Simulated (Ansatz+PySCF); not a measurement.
**singlet NH4(+): levels of theory in one basis**

```xyz
5

N     0.0328   -0.0172   -0.0336
H     0.5523    0.5992    0.6209
H     0.5778   -0.6318   -0.6233
H    -0.5615    0.5805   -0.5596
H    -0.5874   -0.5594    0.6294
```

Basis set: def2-SVP (spherical functions). Frozen core: 1 orbital. Charge 1, multiplicity 1.

Computed with Ansatz (development build ahead of 0.2.0); each method stands on the lowest determinant of its kind that the runs found. NEVPT2 correlates all electrons. Active spaces start from the frontier orbitals, and the lowest solution found is given.

```json
{"method": "RHF", "E − E(RHF) (eV)": "0.00", "<S²> of the determinant": "0.00"}
{"method": "RHF-MP2", "E − E(RHF) (eV)": "-5.10", "<S²> of the determinant": "–"}
{"method": "RHF-CCSD", "E − E(RHF) (eV)": "-5.58", "<S²> of the determinant": "–"}
{"method": "RHF-CCSD(T)", "E − E(RHF) (eV)": "-5.69", "<S²> of the determinant": "–"}
{"method": "SC-NEVPT2(8,8)", "E − E(RHF) (eV)": "-5.16", "<S²> of the determinant": "–"}
```

What does CASSCF(8,8) give on the same scale?

-2.83 eV.

Is a single determinant a sound starting point here?

By this sign, yes. Unrestricted orbitals gain 0.00 eV and <S²> is 0.00 against 0.00 for a pure state. The CASSCF(8,8) natural occupations are 1.99, 1.98, 1.98, 1.98, 0.02, 0.02, 0.02, 0.02.
